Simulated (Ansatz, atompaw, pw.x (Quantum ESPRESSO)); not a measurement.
**From atom to crystal: PAW (atompaw) potential for magnesium (Mg)**

* Element: Mg
* Generator: atompaw 4.2.0.5
* Type: PAW
* Functional: PBEsol
* Relativity: scalar-relativistic
* Frozen core: [Ne]
* Valence charge: 2
* Reference configuration: 3s2 3p0
* Partial waves: 3s (bound); 3s channel at 4.65 Ry; 3p (bound, empty); 3p channel at 1.85 Ry; 3d channel at 0.25 Ry
* Local potential: troulliermartins scheme with l = 3 at -0.5 Ry, radius 2.45 bohr
* Core correction: smooth core density matched at 2.90 bohr
* Augmentation charge: besselshape compensation charge, radius 3.00 bohr; PAW radius 3.00 bohr; waves and projectors: bloechl

Atomic tests: cutoffs needed: 6 Ry and 6 Ry (the cutoffs (Ry, on a coarse ladder) from which the occupation-weighted sum of valence levels, in a spherical-Bessel basis at the reference potential, stays within 10 and 1 mRy of its value at 400 Ry); ghost test: no extra level below or beside the all-electron valence levels (s, p, d, f tested) (spherical-Bessel basis up to 400 Ry, 20 bohr box); lowest eigenvalue of the overlap operator: 0.50 (s channel).

Crystal test: fcc Mg in pw.x 7.5, no spin, 13³ k-points, Fermi–Dirac smearing 0.01 Ry, cutoffs 40/400 Ry. The reference is all-electron LAPW (Ansatz 0.2.0) with the same functional, mesh and smearing; V0 and B0 come from Birch–Murnaghan fits to the pressures at five volumes. Errors are pseudo minus all-electron; Δ is the rms difference of the E(V) curves that follow from these fits, minima aligned, over ±6 % about the mean V0. Mesh and smearing are coarse, so the numbers serve the comparison and aren't converged zero-temperature values; the lattice is a test structure that the element need not adopt.

All-electron: a0 = 4.495 Å (V0 = 22.71 Å³/atom), B0 = 36.4 GPa.

Task: How far does the potential miss the all-electron equation of state?

Result: mean pressure error (GPa): +0.12; a0 (Å): 4.500; a0 error (%): +0.11; B0 error (%): +0.7; Δ (meV/atom): 0.6.

```
V (Å³/atom)  P all-electron (GPa)  P pseudo (GPa)
     21.593                  2.02            2.18
     22.161                  0.93            1.07
     22.729                 -0.03            0.08
     23.297                 -0.89           -0.79
     23.865                 -1.64           -1.55
```

Task: At the middle volume, how do free energy and pressure move when the wave cutoff is lowered (ecutrho held at 400 Ry)?

Result:

```csv
cutoff (Ry),shift of F (meV/atom),shift of P (GPa)
18,+2.5,-0.03
24,+0.4,-0.01
32,+0.0,-0.00
```

The run at the middle volume (84 k-points, 7 iterations) took about 9.2 s on one core of a shared host (Intel(R) Xeon(R) Platinum 8259CL CPU @ 2.50GHz, 96 threads, 755 GiB, load 51).
